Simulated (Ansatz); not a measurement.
Defect calculation, host KTaO3

The calculation used Ansatz, DFT PBE, scalar-relativistic, plane waves, PAW. Run with 420 eV cutoff, 2×2×2 k-mesh, shifted by half a step, Gaussian smearing of 0.01 eV, collinear spin.

Host crystal, relaxed:

```
K Ta O
1.0
     4.02439    0.00000    0.00000
     0.00000    4.02439    0.00000
     0.00000    0.00000    4.02439
K Ta O
1 1 3
Direct
  0.50000 0.50000 0.50000
  0.00000 0.00000 0.00000
  0.00000 0.50000 0.00000
  0.00000 0.00000 0.50000
  0.50000 0.00000 0.00000
```

Supercell of 40 atoms, rows in host cell vectors: 2 0 0; 0 -2 0; 0 0 -2. Atoms relax at the host's cell, keeping the symmetry that the supercell leaves at the site. The cell is small, so energies carry finite-size errors of tenths of an eV. The host's Kohn–Sham gap is 2.16 eV. Atoms are taken from and returned to the elements' standard states.

Spin-orbit coupling is left out, which matters for the bands and energies of heavy elements.

The defect is a foreign atom on a Ta site at (0.000, 0.000, 0.000) of the host cell.

```json
{"charge": "0", "E_f at the valence band top (eV)": "11.13", "moment (μB)": "1.00", "largest move (Å)": "0.06", "atoms near the site": "6 O at 2.02 Å"}
```

(1) Which element is it? Judge by the nearest distance in charge 0 and covalent radii.
A. K
B. Si
C. O
D. Ni
E. Nb

## Answers

(1) D. The nearest neighbour is O at 2.02 Å, and the summed covalent radii with O are 2.69 Å for K, 2.30 Å for Nb, 1.90 Å for Ni, 1.32 Å for O, 1.77 Å for Si, so Ni fits best. Bonds can miss such sums by a tenth of an ångström or more.

Symmetry holds off the tilts and polar distortions that many cubic perovskites undergo.